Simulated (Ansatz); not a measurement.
Debugging an active-space calculation of CH2Cl2, SMILES ClCCl (Ansatz's Python interface).

Contents of `ch2cl2.xyz`:
```text
5

Cl    3.16922   -0.72999    0.47639
C    -0.21750   -0.17442    0.11452
Cl   -0.91443    2.43412   -1.90463
H    -0.91499   -1.84699   -0.70731
H    -1.02819    0.17820    1.94280
```

`run_cas.py`:
```python
'''Active-space calculation on CH2Cl2.'''

import ansatz as az


def main() -> None:
    mol = az.Crystal.molecule_from_extxyz('ch2cl2.xyz')

    job = (
        mol.calculation()
        .basis(gaussian='def2-SVP')
        .correlation(active_electrons=6, active_orbitals=6)
    )
    for method in ['sc_nevpt2']:
        summary = (job if method is None else job.correlation(method)).run(threads=1).report
        space = summary['configurations']
        state = space['states'][0]
        print(method or 'casscf', f'total {summary["free_energy_ev"] / 27.211386246:.6f} Ha, active-space state {state["energy"]["hartree"]:.6f} Ha, mean field {summary["reference_energy_ev"] / 27.211386246:.6f} Ha')
        print('  determinants', state['n_determinants'], ' natural occupations', [round(n, 3) for n in space['natural_occupations']])
    print('effectively unpaired electrons, sum of min(n, 2 - n):', round(sum(min(n, 2 - n) for n in space['natural_occupations']), 3))


if __name__ == '__main__':
    main()
```

`python run_cas.py` gives:
```text
sc_nevpt2 total -957.619740 Ha, active-space state -957.328029 Ha, mean field -957.005628 Ha
  determinants 400  natural occupations [1.744, 1.698, 1.006, 0.993, 0.308, 0.251]
effectively unpaired electrons, sum of min(n, 2 - n): 3.105
```

The script ran to its end, but the result can't be trusted. Why?

The fault: lengths in bohr are read as angstrom. Mended:

```diff
--- ch2cl2.xyz
+++ ch2cl2.xyz
@@ -3,5 +3,5 @@
-Cl    3.16922   -0.72999    0.47639
-C    -0.21750   -0.17442    0.11452
-Cl   -0.91443    2.43412   -1.90463
-H    -0.91499   -1.84699   -0.70731
-H    -1.02819    0.17820    1.94280
+Cl    1.67710   -0.38630    0.25210
+C    -0.11510   -0.09230    0.06060
+Cl   -0.48390    1.28810   -1.00790
+H    -0.48420   -0.97740   -0.37430
+H    -0.54410    0.09430    1.02810
```

With that change:

```console
$ python run_cas.py
sc_nevpt2 total -958.098697 Ha, active-space state -957.758696 Ha, mean field -957.694474 Ha
  determinants 400  natural occupations [1.981, 1.97, 1.967, 0.035, 0.028, 0.019]
effectively unpaired electrons, sum of min(n, 2 - n): 0.164
```

What to keep in mind:
- Total energies depend on the basis set; only differences at equal settings carry meaning.
- The geometry is a force-field or estimated start, not a minimum of this method, and the basis set is short of its limit. The active space starts as a window about the frontier orbitals and is then optimised, not chosen by chemistry.
- It ran for 3.7 s on 1 thread of AMD EPYC 7R43 64-Core Processor (Zen 3) (shared host), peak memory 0.18 GiB.

(Lines on the test bed's own set-up are left out of the output.)
